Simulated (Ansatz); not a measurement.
# Relative stability

Two relaxed structures of MgAlH₃, singlet (PBE0-D4/def2-TZVP; forces vanish, vibrations not checked).

A:

Mg1  (0.546, -1.312, 0.846)
Al2  (-0.360, 0.861, -0.556)
H3  (1.115, -2.671, 1.724)
H4  (-1.701, 0.851, -1.432)
H5  (0.399, 2.272, -0.582)
(Å)

B:

| atom | x (Å) | y (Å) | z (Å) |
| --- | --- | --- | --- |
| Mg1 | 0.5907 | -0.9759 | 0.1967 |
| Al2 | -1.4345 | 1.0074 | 0.1875 |
| H3 | 0.4353 | 2.2503 | 0.0312 |
| H4 | -0.8668 | 0.5123 | -1.3349 |
| H5 | 0.4799 | 1.9001 | -0.6541 |

Program: Ansatz 0.2.0. Basis: def2-TZVPP. Cores are frozen in the correlated methods. The outer core shell of Li, Na, Mg and K is correlated. The def2 sets are not built for correlating such inner shells, so the correlated values are less sure here. B3LYP uses VWN-RPA correlation.

Q: Which structure is lower at CCSD(T), and by how much? (To be estimated.)

A: By the calculation: A, by 87.5 kJ/mol (electronic energy, against the other). By their contacts, A is MgAlH₃ ([MgH][AlH2]) and B is a complex of MgAlH ([Mg][AlH]) + H₂.

All methods give the same order:

| method | E(B) − E(A) (kJ/mol) |
| --- | --- |
| PBE-D4 | 53.3 |
| r2SCAN-D4 | 89.9 |
| PBE0-D4 | 74.1 |
| B3LYP-D4 | 70.8 |
| wB97M-V | 69.6 |
| HF | 137.9 |
| MP2 | 93.9 |
| CCSD | 96.2 |
| CCSD(T) | 87.5 |

The T1 diagnostic stays at or below 0.015. The restricted Hartree–Fock reference is unstable towards an unrestricted one at one or more of these structures.

Labels in which every atom is bracketed show which atoms are joined, not bond orders.

For scale, one of the runs: CCSD(T)/def2-TZVPP, 116 basis functions, launched by `ansatz run in.yaml --threads 2 --pin off --events-out ev --progress --plain --max-ram 4352MiB`. The run took about 5.5 s on 2 CPU threads of an Arm Neoverse V2 (shared host).
